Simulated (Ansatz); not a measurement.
Two shapes of singlet HF2(-).

Shape 1:

```xyz
3

F     0.0000    0.0000   -1.1439
H     0.0000    0.0000    0.0000
F     0.0000    0.0000    1.1439
```

Shape 2:

```xyz
3

F     0.0000    0.0000   -1.0523
H     0.0000    0.0000    0.0000
F     0.0000    0.0000    1.0523
```

Basis set: cc-pVTZ (spherical functions). Correlated methods keep 2 orbitals frozen. Charge -1, multiplicity 1.

Computed with Ansatz (development build ahead of 0.2.0); each method stands on the lowest determinant of its kind that the runs found.

Q: Which shape is lower in energy, and by how much in each method?

A:

```csv
method,E(2) − E(1) (eV)
RHF,0.170
RHF-MP2,0.262
```

Shape 1 is lower. Caution: no diffuse functions for an anion.
